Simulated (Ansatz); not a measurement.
Relaxation of C$_{2}$H$_{4}$NO (8 atoms, charge -1, multiplicity 1), to a largest force component of 0.02 eV/Å in at most 50 steps.

Theory: RKS B3LYP-D4/def2-SVP (Ansatz 0.2.0).

```xyz
8
Properties=species:S:1:pos:R:3
N -0.340 1.239 -0.470
C 0.486 0.464 0.488
C 0.694 -0.849 0.594
O -0.125 -1.616 -0.428
H -0.704 0.536 -1.112
H -1.155 1.623 0.021
H 1.004 1.131 1.188
H 0.140 -2.528 -0.281
```

Task: Where does it end, and by what steps?

Result: The forces met the threshold. Limits of this set-up: an anion without diffuse functions, the dipole of an ion depends on the origin. After 8 steps the energy has fallen by 0.101 eV; H6 moved furthest, 0.16 Å.

```json
{"step": "0", "energy less start (eV)": "0.0000", "largest force component (eV/Å)": "2.119", "accepted": "yes"}
{"step": "1", "energy less start (eV)": "-0.0770", "largest force component (eV/Å)": "0.831", "accepted": "yes"}
{"step": "2", "energy less start (eV)": "-0.0942", "largest force component (eV/Å)": "0.325", "accepted": "yes"}
{"step": "3", "energy less start (eV)": "-0.0953", "largest force component (eV/Å)": "0.253", "accepted": "yes"}
{"step": "4", "energy less start (eV)": "-0.0992", "largest force component (eV/Å)": "0.100", "accepted": "yes"}
{"step": "5", "energy less start (eV)": "-0.0999", "largest force component (eV/Å)": "0.037", "accepted": "yes"}
{"step": "6", "energy less start (eV)": "-0.1004", "largest force component (eV/Å)": "0.028", "accepted": "yes"}
{"step": "7", "energy less start (eV)": "-0.0982", "largest force component (eV/Å)": "0.140", "accepted": "no"}
{"step": "8", "energy less start (eV)": "-0.1008", "largest force component (eV/Å)": "0.010", "accepted": "yes"}
```

```xyz
8
Properties=species:S:1:pos:R:3
N -0.330 1.196 -0.457
C 0.499 0.488 0.525
C 0.690 -0.860 0.594
O -0.172 -1.496 -0.412
H -0.623 0.455 -1.103
H -1.215 1.477 -0.011
H 1.074 1.157 1.186
H 0.078 -2.417 -0.322
```

Time of the run: 19 s on 1 thread of Arm Neoverse V2, on a shared host, peak memory 0.14 GiB.
